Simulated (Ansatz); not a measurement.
Kohn–Sham single points on C₅H₈, SMILES `CC1=CC1C`.

```yaml
crystal:
  periodic: [false, false, false]
  atoms:
    - {symbol: C, position_ang: [-1.671698, 0.886417, 0.627944]}
    - {symbol: C, position_ang: [-0.269795, 0.454068, 0.600514]}
    - {symbol: C, position_ang: [0.815511, 0.075862, 1.189373]}
    - {symbol: C, position_ang: [0.880098, 0.137795, -0.305949]}
    - {symbol: C, position_ang: [0.902109, -1.109683, -1.156830]}
    - {symbol: H, position_ang: [-2.295484, 0.196559, 0.051797]}
    - {symbol: H, position_ang: [-2.058605, 0.938779, 1.647166]}
    - {symbol: H, position_ang: [-1.775677, 1.870791, 0.161373]}
    - {symbol: H, position_ang: [1.351176, -0.154424, 2.095628]}
    - {symbol: H, position_ang: [1.415985, 0.977920, -0.759871]}
    - {symbol: H, position_ang: [0.343823, -1.916715, -0.674640]}
    - {symbol: H, position_ang: [1.925569, -1.461259, -1.320751]}
    - {symbol: H, position_ang: [0.457488, -0.931012, -2.141054]}
basis:
  gaussian: {orbitals: def2-TZVPP}
hamiltonian: {xc: {name: wB97M-V}}
output: {forces: true, orbitals: {seedname: orbitals}}
```

```sh
$ ansatz run in.yaml --threads 4 --pin off --events-out ev --progress --plain --max-ram 10444MiB
```

Shortened log:

```
Functional definition: wB97M-V
1372 factors; their error is unknown
363 factors; integrals over basis functions are off by at most 9.7e-6 eV
mean field evaluation 1: about -5306.4462 eV, gradient 5.1e1 eV
mean field evaluation 2: about -5309.4746 eV, gradient 3.6e1 eV
mean field evaluation 4: about -5312.4087 eV, gradient 2.1e0 eV
mean field evaluation 8: about -5312.4312 eV, gradient 3.7e-2 eV
mean field evaluation 16: about -5312.4078 eV, gradient 1.6e-4 eV
mean field -5312.40779332 eV, -195.2273855251 hartree, gradient 6.3e-5 eV, S^2 0.000000; 0 other end points of the search recorded, 0 dependent functions left out
reference -5312.40784542 eV, -195.2273874400 hartree; 19, 19 occupied and 248, 248 virtual orbitals, 1372 factors
Total energy: -5312.40784542 eV, -195.2273874400 hartree
Atom 0 at    -1.671698     0.886417     0.627944 Å, force    -0.328366     0.106419    -0.009289 eV/Å
Atom 1 at    -0.269795     0.454068     0.600514 Å, force     0.251427    -0.096159     0.121652 eV/Å
Atom 2 at     0.815511     0.075862     1.189373 Å, force    -0.075175    -0.000576     0.192795 eV/Å
Atom 3 at     0.880098     0.137795    -0.305949 Å, force     0.148798     0.189167    -0.206419 eV/Å
Atom 4 at     0.902109    -1.109683    -1.156830 Å, force     0.010414    -0.182488    -0.133607 eV/Å
Atom 5 at    -2.295484     0.196559     0.051797 Å, force     0.057284     0.053391     0.056309 eV/Å
Atom 6 at    -2.058605     0.938779     1.647166 Å, force     0.033573    -0.005867    -0.086603 eV/Å
Atom 7 at    -1.775677     1.870791     0.161373 Å, force     0.015541    -0.084911     0.049067 eV/Å
Atom 8 at     1.351176    -0.154424     2.095628 Å, force    -0.054709     0.026759    -0.086393 eV/Å
Atom 9 at     1.415985     0.977920    -0.759871 Å, force    -0.044593    -0.071831     0.038311 eV/Å
Atom 10 at     0.343823    -1.916715    -0.674640 Å, force     0.034095     0.055752    -0.027214 eV/Å
Atom 11 at     1.925569    -1.461259    -1.320751 Å, force    -0.079489     0.025009     0.015942 eV/Å
Atom 12 at     0.457488    -0.931012    -2.141054 Å, force     0.031198    -0.014664     0.075448 eV/Å
Dipole moment:    -0.153367     0.050428     0.067446 e Å
```

Run time 11 s (4 threads of an Arm Neoverse V1 on a shared host); peak host memory 0.92 GiB.

Changing it to `hamiltonian: {xc: pbe0, dispersion: d4}` and no forces (abridged; 2.9 s):

```
Functional definition: PBE0
mean field evaluation 16: about -5308.6651 eV, gradient 3.6e-4 eV
mean field -5308.66506137 eV, -195.0898426628 hartree, gradient 2.0e-5 eV, S^2 0.000000
Total energy: -5308.85864347 eV, -195.0969566739 hartree
```

The same input with `hamiltonian: {xc: r2scan, dispersion: d4}` (abridged; 5.5 s):

```
Functional definition: r2SCAN
mean field evaluation 16: about -5311.8516 eV, gradient 1.0e-3 eV
mean field -5311.85163489 eV, -195.2069470798 hartree, gradient 3.9e-5 eV, S^2 0.000000
Total energy: -5311.91170041 eV, -195.2091544471 hartree
Atom 0 force    -0.043569     0.010755     0.014921 eV/Å
Atom 1 force    -0.202174     0.063996    -0.001321 eV/Å
Atom 2 force     0.151264    -0.062995     0.229784 eV/Å
Atom 3 force     0.095272     0.086086    -0.137895 eV/Å
Atom 4 force    -0.002153    -0.107081    -0.068559 eV/Å
Atom 5 force    -0.003560     0.014855    -0.002497 eV/Å
Atom 6 force    -0.002959     0.000321    -0.011435 eV/Å
Atom 7 force    -0.010186    -0.010165    -0.003610 eV/Å
Atom 8 force     0.003381    -0.003078     0.002812 eV/Å
Atom 9 force     0.011852     0.012609    -0.015475 eV/Å
Atom 10 force     0.005642     0.005707    -0.007217 eV/Å
Atom 11 force    -0.012252    -0.002078    -0.004693 eV/Å
Atom 12 force     0.009442    -0.008936     0.005185 eV/Å
Dipole moment:    -0.162527     0.052360     0.063118 e Å
```
